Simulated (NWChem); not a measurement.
**Spin states of Al**

```xyz
1

Al     0.0000     0.0000     0.0000
```
Charge 0, spin multiplicity 2.

The numbers come from NWChem runs, not from measurements.

Basis set: def2-TZVP. The gap is E(quartet) − E(doublet), so a negative value puts the higher spin lower. Open shells are unrestricted, coupled cluster uses restricted open-shell references. The quartet is the single determinant that the SCF runs reached, with unpaired electrons in orbitals of symmetry ag and b1u and b3u (D2h labels); it need not be the lowest quartet, which in molecules with degenerate π orbitals can need several determinants. Where the lowest doublet needs several determinants, the single determinant used here isn't a pure state and places it wrongly.

The correlated methods keep 5 core orbitals frozen. B3LYP has NWChem's definition, with VWN1-RPA local correlation. No SCF solution was tested for a lower state. Open-shell Hartree-Fock references start from PBE0 orbitals. No row is a measurement; the coupled-cluster row has its own basis-set and correlation limits.

Order these methods by the vertical doublet-quartet gap they give, lowest first: B3LYP, LDA (SVWN5), PBE, M06-2X, HF, CCSD(T).

HF (55.5 kcal/mol), CCSD(T) (79.0 kcal/mol), PBE (82.2 kcal/mol), LDA (SVWN5) (84.6 kcal/mol), B3LYP (87.7 kcal/mol), M06-2X (91.0 kcal/mol)
